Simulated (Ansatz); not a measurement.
`C#[C][AlH2]` + CH₃OH → `C[O][AlH2]` + acetylene at 298.15 K and 1 bar (ligand exchange at the Al–C bond).

Calculated with Ansatz (gas phase, PBE0-D4/def2-TZVP geometries, no zero-point term in ΔE). CCSD(T)/CBS is the MP2 limit (def2-TZVPP, def2-QZVPP) plus CCSD(T) − MP2 in def2-TZVPP, frozen cores. This one scheme is used for every species.

| species | CCSD(T)/CBS energy (Eh) | H − E (kJ/mol) | S (J/(mol·K)) |
| --- | --- | --- | --- |
| `C#[C][AlH2]` | -319.85078 | 98.0 | 273.6 |
| CH₃OH | -115.61712 | 146.3 | 238.2 |
| `C[O][AlH2]` | -358.26893 | 161.5 | 296.6 |
| `C#C` | -77.22717 | 80.8 | 200.2 |

H − E and S are ideal-gas, rigid-rotor, harmonic terms from PBE0-D4/def2-TZVP. 1 Eh = 2625.50 kJ/mol, R = 8.31446 J/(mol·K).

Question: By hand: ΔE, ΔH, ΔS and ΔG.

Answer: ΔE = (-358.26893) + (-77.22717) − (-319.85078) − (-115.61712) = -0.02820 Eh = -74.0 kJ/mol. Δ(H − E) = 161.5 + 80.8 − 98.0 − 146.3 = -2.0, so ΔH = -76.0 kJ/mol. ΔS = 296.6 + 200.2 − 273.6 − 238.2 = -15.0 J/(mol·K). ΔG = -76.0 − 298.15 × (-15.0)/1000 = -71.5 kJ/mol.

Question: By hand: the equilibrium constant, and the temperature at which ΔG would vanish if ΔH and ΔS stayed fixed.

Answer: log₁₀ K = −ΔG/(RT ln 10) = 12.5. ΔG = 0 at ΔH/ΔS = 5067 K, far beyond where these terms or the molecules hold.

ΔH outweighs TΔS. A doubt of 5 kJ/mol in ΔE shifts log₁₀ K by 0.9 here. These are equilibria of isolated gas molecules and say nothing of rates. Largest T1 diagnostic: 0.013 (customary marks: 0.02 for closed shells, 0.045 for open ones).
